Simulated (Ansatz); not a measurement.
Mulliken charges of BH₄NS, SMILES `NBS` from PBE/def2-TZVPP in Ansatz (PBE0-D4/def2-TZVP geometry).

```
atom   x (Å)   y (Å)   z (Å)  charge (e)
  N1  -0.919   0.393  -0.612      -0.259
  B2   0.157   0.144   0.234       0.038
  S3   1.089  -1.408   0.086      -0.234
  H4  -1.236  -0.240  -1.326       0.165
  H5  -1.454   1.241  -0.556       0.179
  H6   0.466   0.952   1.057      -0.002
  H7   1.959  -1.151   1.072       0.113
```

Q: By hand: the dipole of these point charges (1 e Å = 4.8032 D).

A: Σ q r = (-0.255, 0.284, -0.052) e Å, of length 0.385 e Å = 1.85 D.

Q: How does the dipole of the full density compare? (An estimate is asked.)

A: The calculation gave: (-0.257, 0.211, -0.102) e Å, 1.67 D; the point charges give 1.11 times that, at 13° from its direction.

Point charges leave out the atoms' own dipoles, such as those of lone pairs, and Mulliken's split depends on the basis, so the close match here is no proof of good charges.
